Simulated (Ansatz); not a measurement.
**Born effective charge (magnitude) of some cubic solids**

Method: PBE (Ansatz, a program for electronic structure, plane waves, PAW). References are measured values at room or unstated temperature, uncorrected unless marked, so that the deviations hold thermal and zero-point effects besides the level's error.

Values in e.

```
solid                   reference   PBE  deviation (%)
---------------  ----------------  ----  -------------
3C-SiC                       2.70  2.70            0.0
rock-salt NaCl                1.1  1.11           +0.9
zinc-blende ZnS              2.15  2.02           -6.0
rock-salt NaF                1.02  1.02            0.0
rock-salt BaO    2.69 (2.69–2.97)  2.73           +1.5
rock-salt MgO    1.96 (1.96–2.02)  2.00           +2.0
zinc-blende AlP  2.28 (2.15–2.28)  2.25           -1.3
rock-salt LiCl               1.23  1.19           -3.3
rock-salt SrO    2.47 (2.34–2.47)  2.44           -1.2
rock-salt LiF                1.04  1.05           +1.0
rock-salt CaO                2.26  2.35           +4.0
```

Over these 11 solids the mean deviation is -0.2 %, the mean absolute deviation 1.9 % (median 1.3 %), and the worst case zinc-blende ZnS at -6.0 %; the value is above the reference in 5 of 11 cases.

Spin–orbit coupling is left out, also for the solids with elements from indium on (rock-salt BaO); its size isn't shown.

Brackets give the range of the sources taken for a reference, where it is wide; it can hold other temperatures.

Differences are worked out from the printed values.

Each level is taken at its own relaxed cell. Ansatz's density-functional and Hartree–Fock values are scalar-relativistic unless marked +SOC, with PAW data made under PBE.

Ansatz's runs of these crystals have no spin polarisation.

Not in this set, of the solids of all kinds but layered and molecular ones with a reference value in our tables and a result at some level: 4 for no value at PBE (not run, a failed fit, an unstable or unbound cell, or a value held back for tests); 3 for sources at odds; 1 for a run that failed a test (PBE). These can be a level's best or worst cases. At least 2 more with a reference value are held back for tests. Solids without a released value at any level aren't counted. The metals Ce to Yb are counted apart.

References as tabulated in Posternak et al. (1997), arXiv:cond-mat/9702086; arXiv:2311.05107; Bennetto and Vanderbilt (1996), arXiv:mtrl-th/9601002; Shukla (2000), arXiv:cond-mat/0002285 and others.
